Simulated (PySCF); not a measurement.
HN2, SMILES N#[NH+], charge +1. Coordinates come from a PBE-D3(BJ)/def2-TZVPD optimisation. The isomer is the one that the SMILES or the coordinates give; other isomers of the formula were not compared.

Level of theory: PBE-D3(BJ)/def2-TZVPD run with PySCF.

Harmonic wavenumbers (cm⁻¹): 694, 694, 2291, 3298. Rotational constants (GHz): 46.27 (linear); symmetry number 1.

**Question.** Work out the zero-point energy and the ideal-gas rigid-rotor harmonic-oscillator thermochemistry at 298.15 K and 1 atm.

**Answer.** ZPE = ½ Σ hcν = ½ × 6977 cm⁻¹ = 41.73 kJ/mol. H − E(el) = 51.01 kJ/mol. Entropy in J/(mol K): translation 150.75, rotation 49.05, vibration 2.62, total 202.43. G − E(el) = -9.34 kJ/mol. Cp = 36.16 J/(mol K).
